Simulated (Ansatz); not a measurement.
Which method gave which barrier?

Saddle point of SiH4S, singlet (SiH₄S ([SiH3][SH]) → SiH₂ + H₂S (still joined by a long Si–S bond); bonds formed: S2–H3; bonds broken: Si1–H3; bonds weakened to dative contacts: Si1–S2), PBE0-D4/def2-TZVP structure:

Si1  (-0.959, -0.283, 0.409)
S2  (1.266, 0.674, -0.193)
H3  (0.629, -0.071, 1.004)
H4  (-1.193, -0.901, -0.940)
H5  (-1.545, 1.091, 0.257)
H6  (1.801, -0.509, -0.537)
(Å)

Program: Ansatz 0.2.0. Basis: def2-TZVPP, with def2-QZVPP for the basis limit. Cores are frozen in the correlated methods. Extrapolation: Hartree–Fock as exp(−7.88 √X), correlation as X^−2.97. Four methods, as single points on the PBE0-D4 structures, gave these electronic barriers from the start structure: 2.316, 2.661, 2.854, 3.519 eV.

(1) The methods were, in alphabetical order, CCSD(T), HF, r2SCAN-D4, SPW92. Which gave which? (A judgement: the text doesn't fix the answer.)

No T1 diagnostic of these runs exceeds 0.017. The restricted Hartree–Fock reference is unstable towards an unrestricted one at one or more of these structures.

## Answers

(1) Computed: SPW92 2.316; r2SCAN-D4 2.661; CCSD(T) 2.854; HF 3.519 eV. For comparison, CCSD(T) at an estimated basis limit (MP2 extrapolated from triple and quadruple zeta, plus CCSD(T) − MP2 in triple zeta) gives 2.876 eV.

Losses and insertions of silylenes and their heavier kin drive the gas-phase chemistry of silicon and germanium vapour deposition.

Labels in which every atom is bracketed show which atoms are joined, not bond orders.

For scale, one of the runs: CCSD(T)/def2-TZVPP, 140 basis functions, launched by `ansatz run in.yaml --threads 2 --pin off --events-out ev --progress --plain --max-ram 4352MiB`. The run took 6.5 s on 2 CPU threads of an Arm Neoverse V2 (shared host), with 0.69 GiB of host memory at its peak.
